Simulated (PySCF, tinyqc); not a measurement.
Inside a calculation. Method: MP2 on RHF in the sto-6g basis, frozen core, for CH2, spin multiplicity 1. The lowest restricted solution is unstable here: a spin-polarised one lies 0.0355 hartree lower (PySCF). One step of it, computed by the program tinyqc.

Task: Iteration 7 (converged): orbitals. Diagonalise F' = X^T F X, C = X C', fill 4 alpha and 4 beta electrons from the bottom; D = 2 C_occ C_occ^T. Each column has its largest component positive (the first on a tie).

converged F (hartree):
```
             1C 1s      1C 2s    1C 2px     1C 2py     1C 2pz      2H 1s      3H 1s
1C 1s   -11.141029  -2.850854  0.000000   0.000000  -0.025573  -0.657407  -0.657407
1C 2s    -2.850854  -1.377704  0.000000   0.000000  -0.076294  -0.648657  -0.648657
1C 2px    0.000000   0.000000  0.230701   0.000000   0.000000   0.000000   0.000000
1C 2py    0.000000   0.000000  0.000000  -0.218198   0.000000  -0.362480   0.362480
1C 2pz   -0.025573  -0.076294  0.000000   0.000000  -0.234614  -0.258041  -0.258041
2H 1s    -0.657407  -0.648657  0.000000  -0.362480  -0.258041  -0.444293  -0.187798
3H 1s    -0.657407  -0.648657  0.000000   0.362480  -0.258041  -0.187798  -0.444293
```

X:
```
            1C 1s      1C 2s    1C 2px     1C 2py     1C 2pz      2H 1s      3H 1s
1C 1s    1.025449  -0.146914  0.000000   0.000000  -0.010300   0.022604   0.022604
1C 2s   -0.146914   1.251744  0.000000   0.000000   0.114900  -0.310896  -0.310896
1C 2px   0.000000   0.000000  1.000000   0.000000   0.000000   0.000000   0.000000
1C 2py   0.000000   0.000000  0.000000   1.158797   0.000000  -0.266804   0.266804
1C 2pz  -0.010300   0.114900  0.000000   0.000000   1.057770  -0.156828  -0.156828
2H 1s    0.022604  -0.310896  0.000000  -0.266804  -0.156828   1.221077  -0.026836
3H 1s    0.022604  -0.310896  0.000000   0.266804  -0.156828  -0.026836   1.221077
```

Give: F' = X^T F X; orbital energies; coefficients C; D after iteration 7.

Result:

F' = X^T F X (hartree):
```
          1        2       3        4        5        6        7
1  -10.9385  -1.4561  0.0000   0.0000  -0.0427  -0.0960  -0.0960
2   -1.4561  -0.5705  0.0000   0.0000   0.1272  -0.4128  -0.4128
3    0.0000   0.0000  0.2307   0.0000   0.0000   0.0000   0.0000
4    0.0000   0.0000  0.0000   0.1188   0.0000  -0.4229   0.4229
5   -0.0427   0.1272  0.0000   0.0000  -0.1105  -0.2598  -0.2598
6   -0.0960  -0.4128  0.0000  -0.4229  -0.2598   0.0064  -0.0459
7   -0.0960  -0.4128  0.0000   0.4229  -0.2598  -0.0459   0.0064
```

orbital energies (hartree): MO1 -11.1434, MO2 -0.8088, MO3 -0.5135, MO4 -0.2912, MO5 0.2307, MO6 0.5845, MO7 0.6845

coefficients C:
```
            MO1      MO2      MO3      MO4     MO5      MO6      MO7
1C 1s    0.9959  -0.2094   0.0000   0.1185  0.0000  -0.1566   0.0000
1C 2s    0.0183   0.6883   0.0000  -0.5738  0.0000   0.9958   0.0000
1C 2px   0.0000   0.0000   0.0000   0.0000  1.0000   0.0000   0.0000
1C 2py   0.0000   0.0000   0.5222   0.0000  0.0000   0.0000   1.1011
1C 2pz   0.0043   0.1479   0.0000   0.7977  0.0000   0.7233   0.0000
2H 1s   -0.0044   0.2717   0.4577   0.2259  0.0000  -0.8426  -0.8002
3H 1s   -0.0044   0.2717  -0.4577   0.2259  0.0000  -0.8426   0.8002
```

D after iteration 7:
```
          1C 1s    1C 2s  1C 2px   1C 2py   1C 2pz    2H 1s    3H 1s
1C 1s    2.0995  -0.3877  0.0000   0.0000   0.1357  -0.0690  -0.0690
1C 2s   -0.3877   1.6068  0.0000   0.0000  -0.7117   0.1146   0.1146
1C 2px   0.0000   0.0000  0.0000   0.0000   0.0000   0.0000   0.0000
1C 2py   0.0000   0.0000  0.0000   0.5454   0.0000   0.4780  -0.4780
1C 2pz   0.1357  -0.7117  0.0000   0.0000   1.3164   0.4407   0.4407
2H 1s   -0.0690   0.1146  0.0000   0.4780   0.4407   0.6686  -0.1693
3H 1s   -0.0690   0.1146  0.0000  -0.4780   0.4407  -0.1693   0.6686
```
